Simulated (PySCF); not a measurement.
Molfile (atoms numbered from 1):
```
C4H8F2
     RDKit          3D

 14 13  0  0  0  0  0  0  0  0999 V2000
    1.8584    0.3986   -0.3442 C   0  0  0  0  0  0  0  0  0  0  0  0
    0.4490    0.6452    0.1774 C   0  0  0  0  0  0  0  0  0  0  0  0
   -0.3906   -0.6296    0.1269 C   0  0  0  0  0  0  0  0  0  0  0  0
   -1.7967   -0.3919    0.6469 C   0  0  0  0  0  0  0  0  0  0  0  0
   -2.4646    0.4914   -0.1369 F   0  0  0  0  0  0  0  0  0  0  0  0
   -2.5229   -1.5387    0.6184 F   0  0  0  0  0  0  0  0  0  0  0  0
    2.4411    1.3150   -0.3093 H   0  0  0  0  0  0  0  0  0  0  0  0
    2.3632   -0.3527    0.2586 H   0  0  0  0  0  0  0  0  0  0  0  0
    1.8290    0.0502   -1.3735 H   0  0  0  0  0  0  0  0  0  0  0  0
   -0.0360    1.4152   -0.4252 H   0  0  0  0  0  0  0  0  0  0  0  0
    0.4979    1.0061    1.2072 H   0  0  0  0  0  0  0  0  0  0  0  0
    0.0637   -1.4138    0.7349 H   0  0  0  0  0  0  0  0  0  0  0  0
   -0.4652   -0.9895   -0.9012 H   0  0  0  0  0  0  0  0  0  0  0  0
   -1.8272   -0.0060    1.6780 H   0  0  0  0  0  0  0  0  0  0  0  0
  1  2  1  0
  2  3  1  0
  3  4  1  0
  4  5  1  0
  4  6  1  0
  1  7  1  0
  1  8  1  0
  1  9  1  0
  2 10  1  0
  2 11  1  0
  3 12  1  0
  3 13  1  0
  4 14  1  0
M  END
```

Geometry: GFN2-xTB; GIAO shifts from PySCF 2.14, gas phase, non-relativistic, averaged over equivalent atoms.

At PBE0/pcSseg-1 (142 basis functions, 15 s wall time on 1 thread of an Arm Neoverse V2, shared host):
```tsv
atoms	δ (ppm)
C4	124.2
C3	42.0
C2	21.3
C1	16.4
F5/F6	-137.0
H14	6.05
H12/H13	1.71
H10/H11	1.40
H7/H8/H9	1.09
```

References, each an isolated molecule treated in the same way: ¹³C (186.93 ppm) and ¹H (31.72 ppm) vs TMS; ¹⁹F (170.95 ppm) against CFCl3.

Estimate the result of repeating the calculation with BP86/pcSseg-1.

Results:


```tsv
atoms	δ at BP86/pcSseg-1	change
C4	129.2	+5.0
C3	44.1	+2.1
C2	22.9	+1.6
C1	16.9	+0.5
F5/F6	-152.9	-15.9
H14	6.33	+0.28
H12/H13	1.71	+0.00
H10/H11	1.43	+0.03
H7/H8/H9	1.08	-0.01
```

Chemical shifts δ = σref − σ; ¹³C (182.31 ppm), ¹H (31.71 ppm) against TMS; ¹⁹F (137.78 ppm) vs CFCl3, all at this level.

The largest change is at F5/F6 (fluorine of a CF2 group). Cost: 142 basis functions, 18 s wall time on 1 thread of an Arm Neoverse V2, shared host. The order of the carbon signals is the same at both levels.

Unscaled 19F shifts against computed CFCl3 carry errors that often reach 10 to 50 ppm.
